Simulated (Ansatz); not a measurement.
# BSiH (singlet): wave-function methods side by side at distance B2–H3 = 4.007 Å, 6-31G

The task here is to estimate one member of a computed series from the others.

Program: Ansatz 0.2.0, Gaussian basis. Level of theory: 6-31G, core rule «outside noble gas», up to 6 orbitals frozen. These are calculated values, not measurements.

The runs, in order: UHF; CCSD(T) on RHF; CCSD(T) on UHF; BCCD(T) on RHF; CISD; CCSDT(Q) on RHF; CCSDT(Q) on UHF; CISDTQ; CCSDTQ on RHF; CCSDTQ on UHF; CASSCF and MRCISD+Q, 2 electrons in 2 orbitals; CASSCF and NEVPT2, 2 electrons in 2 orbitals; CASSCF and MRCISD+Q, 8 electrons in 9 orbitals; CASSCF and MRCISD+Q(relaxed), 8 electrons in 9 orbitals; CASSCF and NEVPT2, 8 electrons in 9 orbitals; Full CI; Full CI in the symmetry of the determinant.

20 further runs of the same task are left out: 2 for a known fault of the program, 16 that didn't finish, 2 set aside as unsound or not needed.

### The geometry

The geometry derives from a PBE0/def2-TZVP stationary point (not a proven minimum). One bond is set to the value named and the two fragments are kept rigid.

3 atoms, charge 0, spin multiplicity 1.

Atoms are counted from 1 here; the program's logs count them from 0.

Bond lengths: Si1–B2 1.895 Å.

As a file:

```xyz
3

Si    0.0000    0.0000   -2.5991
B     0.0000    0.0000   -0.7040
H     0.0000    0.0000    3.3030
```

Set-up of the first run:

in.yaml reads:

```yaml
crystal:
  periodic: [false, false, false]
  atoms:
    - {symbol: Si, position_ang: [0.000000, 0.000000, -2.599099]}
    - {symbol: B, position_ang: [0.000000, 0.000000, -0.703951]}
    - {symbol: H, position_ang: [0.000000, 0.000000, 3.303049]}
basis:
  gaussian: {orbitals: 6-31G}
magnetization: {spin_polarized: true, initial_magnetization: 0}
hamiltonian: {xc: hf}
output: {orbitals: {seedname: orbitals}}
```

Run with:

```sh
> ansatz run in.yaml --threads 1 --pin off --events-out ev --progress --plain --max-ram 2393MiB
```

Among the steps run: UHF; CCSD(T) on RHF; CCSD(T) on UHF; BCCD(T) on RHF; CISD; CCSDT(Q) on RHF; CCSDT(Q) on UHF; CISDTQ; CCSDTQ on RHF; CCSDTQ on UHF; CASSCF and MRCISD+Q, 2 electrons in 2 orbitals; CASSCF and NEVPT2, 2 electrons in 2 orbitals; CASSCF and MRCISD+Q, 8 electrons in 9 orbitals; CASSCF and MRCISD+Q(relaxed), 8 electrons in 9 orbitals; CASSCF and NEVPT2, 8 electrons in 9 orbitals; Full CI; Full CI in the symmetry of the determinant.

One table of the session follows, with a row left open; its other results are not shown here.

It belongs to the step «Misses and costs». 

```
                   method  from FCI (kcal/mol)
              CASSCF pair               +78.59
              NEVPT2 pair               +30.77
              MRCISD pair                    ?
            MRCISD+Q pair                +8.45
           CASSCF valence               +15.15
           NEVPT2 valence                +4.50
           MRCISD valence                +0.35
         MRCISD+Q valence                +0.05
MRCISD+Q(relaxed) valence                -0.07
                      FCI                    0
```

Q: Estimate the row for MRCISD pair from the others.

As computed: from FCI (kcal/mol): +16.92. In the column «from FCI (kcal/mol)» it lies between CASSCF valence (+15.15) and NEVPT2 pair (+30.77).

Left out of the table: RHF, UHF, RMP2, UMP2, CISD, RCCSD, UCCSD, RCCSD(T), UCCSD(T), BCCD(T), RCCSDT, UCCSDT, CISDTQ, RCCSDT(Q), UCCSDT(Q), RCCSDTQ, UCCSDTQ (another determinant or state than the rows shown).

Caveats from the session: The determinant is far from a pure spin state, so its energy mixes those of several spin states (harmless only where they are near-degenerate, as at dissociation). The report flags that the cluster equations may have other roots. MRCISD+Q(relaxed) valence falls below full CI: the +Q correction isn't variational, and the cores differ from full CI's.
